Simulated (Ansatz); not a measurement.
A made-up structure of B$_{2}$H$_{3}$F, singlet:

```json
{"atom": "B1", "x (Å)": "-0.4378", "y (Å)": "0.2256", "z (Å)": "-0.6948"}
{"atom": "B2", "x (Å)": "0.4232", "y (Å)": "-0.2170", "z (Å)": "0.6709"}
{"atom": "F3", "x (Å)": "1.3297", "y (Å)": "0.5670", "z (Å)": "1.2432"}
{"atom": "H4", "x (Å)": "1.1382", "y (Å)": "-1.1099", "z (Å)": "0.7894"}
{"atom": "H5", "x (Å)": "-1.5050", "y (Å)": "0.7655", "z (Å)": "-0.6207"}
{"atom": "H6", "x (Å)": "0.2480", "y (Å)": "-1.2906", "z (Å)": "1.1987"}
```

It is relaxed with PBE-D4/def2-SVP and then PBE0-D4/def2-TZVP (Ansatz 0.2.0). Atoms count as bonded within 1.22 times the sum of their covalent radii (H–H: 0.88 Å). The end point is not checked to be a true minimum.

(1) Does its bonding change? (A judgement: the text doesn't fix the answer.)

## Answers

(1) By the calculation: Yes. Formed: B1–H6; broken: B2–H6.

Where it ends: The first stage lowers the energy by 4.19 eV in 19 steps. It ends as B₂H₃F ([BH2][BH][F]):
```xyz
6
angstrom
B -0.6375 -0.1194 0.2842
B 1.0075 -0.2312 0.5733
F 1.6826 0.6670 1.2815
H 1.6567 -1.1539 0.1385
H -1.0716 0.4194 -0.6941
H -1.4415 -0.6414 1.0033
```

Labels in which every atom is bracketed show which atoms are joined, not bond orders.

For scale, one of the runs: PBE0-D4/def2-TZVP relaxation, 111 basis functions, launched by `ansatz run in.yaml --threads 2 --pin off --events-out ev --progress --plain --max-ram 4352MiB`. Hardware: 2 CPU threads of an Arm Neoverse V2, shared host. Wall time about 11 s.
